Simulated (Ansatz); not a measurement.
Results of PBEsol (Ansatz, an electronic-structure program, plane waves, PAW) for 1T (CdI2-type) HfS2.

Run with plane-wave cutoff 500 eV, 12×12×6 k mesh (along the axes of the cell as run), gaussian smearing 0.02 eV, scalar-relativistic PAW data made under PBE.

Cell (relaxed at this level):

```cif
data_HfS2
_chemical_formula_sum 'Hf1 S2'
_space_group_name_H-M_alt 'P 1'
_space_group_IT_number 1
_cell_length_a 3.59248
_cell_length_b 3.59248
_cell_length_c 5.94873
_cell_angle_alpha 90.000
_cell_angle_beta 90.000
_cell_angle_gamma 120.000
loop_
_space_group_symop_operation_xyz
  'x, y, z'
loop_
_atom_site_label
_atom_site_type_symbol
_atom_site_fract_x
_atom_site_fract_y
_atom_site_fract_z
_atom_site_occupancy
Hf1 Hf 0.00000 0.00000 0.00000 1
S1 S 0.33333 0.66667 0.24366 1
S2 S 0.66667 0.33333 0.75634 1
```

Problem. Estimate the band gap that the calculation returns.

Solution. 
* **band gap**: 0.93 eV (on the SCF k mesh)

Measured, for comparison: band gap 1.8 eV (temperature not stated, no zero-point or thermal correction, fundamental, indirect, our sources range from 1.80 to 1.96; as tabulated in Rybak et al. (2022), arXiv:2210.12074).

Note: the cell comes from a level without a dispersion term, which matters for the spacing of layers, chains or molecules; the cell has widely spaced layers and the level no dispersion term, so their spacing and the moduli can rest on weak binding.

Spin–orbit coupling is not included.

The computed numbers hold no vibrational or temperature effects.
